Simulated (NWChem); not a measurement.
# UM06-2X/aug-cc-pVTZ run of OF (Oxygen monofluoride)

What is the vertical electron affinity of OF (Oxygen monofluoride) at UM06-2X/aug-cc-pVTZ? 

Program for the calculation: NWChem 7.3.0.

4 further runs of the same task are left out: 4 set aside as unsound or not needed. Runs told in other sessions of the task aren't counted.

## Step 1: The molecule

OF has 2 atoms, charge 0, and is taken as a doublet. As SMILES, `[O]F`. Geometry: relaxed at PBE0-D4/def2-TZVP.

Bond lengths: O1–F2 1.330 Å.

## Step 2: Energy and gradient at UM06-2X/aug-cc-pVTZ

fo.nw

```
start fo
memory stack 880 mb heap 220 mb global 1100 mb
charge 0

geometry units angstrom noautosym nocenter noautoz
 O      0.000000     0.000000    -0.015950
 F      0.000000     0.000000     1.314400
end

basis spherical bse
 * library aug-cc-pVTZ
end

dft
 xc m06-2x
 mult 2
 grid fine
 convergence energy 1e-08
 maxiter 100
 mulliken
end

task dft gradient
```

Run with:

```sh
$ nwchem fo.nw > fo.out
```

What it wrote:

```text
[...]
          Wavefunction type:  spin polarized.
          No. of atoms     :     2
          No. of electrons :    17
[...]
          Charge           :     0
          Spin multiplicity:     2
[...]
          AO basis - number of functions:    92
[...]
              XC Information
              --------------
                       M06-2X Method XC Functional
                     Hartree-Fock (Exact) Exchange  0.540
                        M06-2X Exchange Functional  1.000
                      M06-2X Correlation Potential  1.000
[...]
 d= 0,ls=0.0,diis     1   -174.8379497228 -2.03D+02  1.92D-03  1.75D-01     1.0
[...]
 d= 0,ls=0.0,diis    12   -174.8793467416 -7.04D-09  2.18D-07  8.41D-10     9.5
[...]
         Total DFT energy =     -174.879346741632
      One electron energy =     -298.984506623405
           Coulomb energy =      114.275698248903
    Exchange-Corr. energy =      -18.810191035960
 Nuclear repulsion energy =       28.639652668830
[...]
      Total Density - Mulliken Population Analysis
     ---------------------------------------------
    Atom       Charge   Shell Charges
 -----------   ------   -------------------------------------------------------
    1 O    8     7.96   1.95  0.27  1.07  0.67  0.04  1.18  1.85  0.85  0.03  0.00  0.04 -0.01  0.00  0.01
    2 F    9     9.04   1.95  0.28  1.06  0.65 -0.00  1.53  2.32  1.19  0.02  0.00  0.02  0.01  0.00  0.00
[...]
      <S2> =      0.7547 (Exact =     0.7500)
[...]
  wavefunction    = open shell
                         DFT ENERGY GRADIENTS
    atom               coordinates                        gradient
                 x          y          z           x          y          z
   1 O       0.000000   0.000000  -0.030141   -0.000000  -0.000000  -0.001572
   2 F       0.000000   0.000000   2.483856    0.000000   0.000000   0.001572
[...]
```

Run time: 15 s. Hardware: 1 thread of Intel Xeon 6975P-C (Granite Rapids), shared host; peak memory 0.12 GiB.

## Step 3: The singlet anion: a single-point energy at M06-2X/aug-cc-pVTZ

a.xyz

```xyz
2
FO
O      0.000000     0.000000    -0.015950
F      0.000000     0.000000     1.314400
```

a.nw

```
START a
TITLE "FO"
memory 2200 mb
charge -1

GEOMETRY noautosym nocenter noautoz
load a.xyz
END

BASIS spherical bse
* library aug-cc-pVTZ
END

DFT
xc m06-2x
grid fine
convergence energy 1e-08
maxiter 100
mulliken
print low
END

TASK dft energy
```

Run with:

```sh
$ nwchem a.nw > a.out
```

What it wrote:

```text
[...]
 d= 0,ls=0.0,diis     1   -174.5773270716 -2.03D+02  2.09D-02  5.10D+00     0.8
[...]
 d= 0,ls=0.0,diis    10   -174.9482865075 -1.56D-09  4.08D-07  1.65D-09     6.3
         Total DFT energy =     -174.948286507456
      One electron energy =     -305.695548844944
           Coulomb energy =      121.270332144902
    Exchange-Corr. energy =      -19.162722476244
 Nuclear repulsion energy =       28.639652668830
[...]
      Total Density - Mulliken Population Analysis
     ---------------------------------------------
    Atom       Charge   Shell Charges
 -----------   ------   -------------------------------------------------------
    1 O    8     8.79   1.95  0.26  1.01  0.70  0.11  1.23  1.97  1.26  0.27  0.00  0.03 -0.01  0.00  0.01
    2 F    9     9.21   1.95  0.27  1.04  0.65  0.00  1.56  2.35  1.32  0.01  0.00  0.02  0.02  0.00  0.00
[...]
```

Wall time 6.9 s (1 thread of Intel Xeon 6975P-C (Granite Rapids), shared host); peak memory 0.11 GiB.

## Step 4: Results

Level: UM06-2X/aug-cc-pVTZ.

```
                                         quantity          value
                         doublet OF: total energy  -174.87935 Eh
                        doublet OF: dipole moment         0.04 D
   doublet OF: HOMO energy (highest over α and β)      -11.21 eV
    doublet OF: LUMO energy (lowest over α and β)       -3.42 eV
                                 doublet OF: ⟨S²⟩          0.755
             doublet OF: largest force on an atom     0.081 eV/Å
                      singlet anion: total energy  -174.94829 Eh
vertical electron affinity (to the singlet anion)       1.876 eV
```

What this shows: At fixed nuclei the extra electron is bound by 1.88 eV (43 kcal/mol).
